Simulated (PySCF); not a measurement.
C4H4N2.
Bonds: C1–C2 (aromatic), C2–N3 (aromatic), N3–C4 (aromatic), C4–C5 (aromatic), C5–N6 (aromatic), C1–N6 (aromatic). Hydrogens: H7 on C1; H8 on C2; H9 on C4; H10 on C5.

Computed by this run: PBE0-D3(BJ)/def2-SVP geometry optimisation, gas phase (PySCF); density fitting, grid level 1; the optimiser is geomeTRIC in internal coordinates, started from a GFN2-xTB structure.

Step 0: E = -7178.9728 eV
```
atom  x, y, z in Å  |  force x, y, z in eV/Å
C1      1.0972   -0.7443    0.0327   -0.184   0.004  -0.004
C2      1.1600    0.6435    0.0178   -0.181   0.013  -0.006
N3      0.0637    1.3850   -0.0190    0.015   0.358  -0.005
C4     -1.0954    0.7453   -0.0389    0.183  -0.006   0.008
C5     -1.1583   -0.6425   -0.0208    0.183  -0.014  -0.002
N6     -0.0619   -1.3840    0.0135   -0.016  -0.359   0.011
H7      1.9853   -1.3606    0.0604    0.514  -0.188   0.015
H8      2.1002    1.1775    0.0351    0.531   0.142   0.010
H9     -1.9835    1.3614   -0.0693   -0.514   0.190  -0.014
H10    -2.0984   -1.1766   -0.0341   -0.531  -0.140  -0.012
```

Q: Estimate the geometry and energy of step 1. (The exact step hangs on the optimiser's Hessian estimate; all steps are aligned on step 0, rigid shifts and turns removed.)

A: E = -7179.0015 eV, largest force 0.070 eV/Å
```
atom  x, y, z in Å  |  force x, y, z in eV/Å
C1      1.0969   -0.7479    0.0339    0.065  -0.024  -0.001
C2      1.1602    0.6471    0.0167    0.065   0.018   0.004
N3      0.0643    1.3983   -0.0189    0.001   0.014  -0.001
C4     -1.0951    0.7488   -0.0378   -0.064   0.025  -0.005
C5     -1.1584   -0.6462   -0.0220   -0.066  -0.018   0.003
N6     -0.0625   -1.3973    0.0145   -0.002  -0.014   0.000
H7      2.0146   -1.3484    0.0638   -0.044   0.017  -0.001
H8      2.1285    1.1629    0.0325   -0.045  -0.014  -0.001
H9     -2.0129    1.3494   -0.0667    0.044  -0.017   0.001
H10    -2.1267   -1.1619   -0.0386    0.045   0.013   0.001
```

The energy changes by -0.0287 eV. The first-order estimate −F·Δx gives -0.0612 eV and the mean of the old and new forces, exact on a quadratic surface, -0.0288 eV. The step makes an angle of 44° with the force vector and moves no atom by more than 0.032 Å.

What follows is the cost of the whole optimisation. Time: 14 s of wall time; peak memory 0.46 GiB. Hardware: an Arm Neoverse N1 with one thread, shared host with 64 logical CPUs at a one-minute load of 56.
